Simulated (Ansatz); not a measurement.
How the smallest direct gap on the k points sampled of rock-salt SrO moves with the method

No measured value is used here.

Question: Put these levels in order of the smallest direct gap on the k points sampled that they give for rock-salt SrO, smallest first: G0W0@HSE06 (Ansatz, a first-principles code), LDA (Ansatz), PBE (Ansatz).

Answer: LDA (3.25 eV), PBE (3.40 eV), G0W0@HSE06 (6.18 eV)

At these levels the smallest gap is indirect and lower: PBE 3.32, LDA 3.16, G0W0@HSE06 6.05 eV. Computed values are for a static lattice. Levels without +SOC have no spin–orbit coupling; where heavier elements are present it shifts gaps, mostly down, and can invert bands.  G0W0@HSE06: GW on a hybrid start was not checked against another program. Values are at the measured cell. Ansatz's density-functional and Hartree–Fock values are scalar-relativistic unless marked +SOC, with PAW data made under PBE.
